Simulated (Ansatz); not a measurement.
in.yaml

```yaml
crystal:
  periodic: [false, false, false]
  atoms:
    - {symbol: C, position_ang: [0.000000, -0.628053, 1.379377]}
    - {symbol: Na, position_ang: [0.000000, 0.306909, -0.786622]}
    - {symbol: H, position_ang: [0.000000, 0.483753, 1.505021]}
basis:
  gaussian: {orbitals: def2-mTZVP}
correlation: {method: sc_nevpt2, electrons: all, active_space: {window: {electrons: 2, orbitals: 3}}}
```

```sh
$ ansatz run in.yaml --threads 1 --pin off --events-out ev --progress --plain --max-ram 2393MiB
```

(1) Roughly how long does this take on 1 thread of Intel Xeon, shared host, and how much host memory?

```
370 factors; integrals over basis functions are off by at most 1.3e-3 eV
mean field evaluation 1: about -5444.4040 eV, gradient 1.5e1 eV
mean field evaluation 2: about -5444.4049 eV, gradient 1.5e1 eV
mean field evaluation 4: about -5445.1534 eV, gradient 1.1e0 eV
mean field evaluation 8: about -5445.1640 eV, gradient 4.4e-4 eV
mean field evaluation 16: about -5444.2286 eV, gradient 2.1e0 eV
mean field evaluation 32: about -5444.2744 eV, gradient 3.6e-5 eV
mean field evaluation 64: about -5444.2744 eV, gradient 1.8e-3 eV
mean field -5445.16402599 eV, -200.1060870904 hartree, gradient 1.7e-6 eV, S^2 0.000000; 7 other end points of the search recorded, 0 dependent functions left out; unrestricted orbitals would lower it
reference -5445.16402599 eV, -200.1060870904 hartree; 9, 9 occupied and 27, 27 virtual orbitals, 370 factors
state -5445.91904104 eV, -200.1338333816 hartree
state -5445.91904104 eV, -200.1338333816 hartree; corrected -5451.04128363 eV, -200.3220723251 hartree
Total energy: -5451.04128363 eV, -200.3220723251 hartree
```

Natural occupations: 1.7612 0.1224 0.1164.

## Answers

(1) 0.93 s wall and 0.09 GiB.
